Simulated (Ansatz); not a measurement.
For 2H MoSe2, rVV10 in Ansatz (PAW) gives:

* **equilibrium lattice constant a**: 3.356 Å
* **c axis length**: 13.120 Å
* **formation enthalpy**: -0.594 eV/atom

### Question
What does HSE06 (PAW; Ansatz, an electronic-structure program) give for the same quantities?

### Answer

- lattice constant a: 3.282 Å (falls by 2.2 %)
- lattice parameter c: 14.597 Å (goes up by 11 %)
- formation enthalpy: -0.761 eV/atom (moves by -0.167 eV/atom)

For comparison: lattice constant a 3.289 Å (measured, 300 K, no zero-point or thermal correction; as tabulated in arXiv:1605.07067); lattice parameter c 12.927 Å (measured, 300 K, not corrected to a static lattice; as tabulated in arXiv:1605.07067).

Changes are worked out from the printed values.

Unless a cell is named, each level is at its own relaxed cell (rVV10 21.33, HSE06 22.69 Å³/atom).

The crystal itself was run without spin with rVV10, HSE06; a magnetic state was not tried in these runs.

Caveats: the cell comes from a level without a dispersion term, which matters for the spacing of layers, chains or molecules (HSE06). Ansatz's density-functional and Hartree–Fock values are scalar-relativistic unless marked +SOC, with PAW data made under PBE.
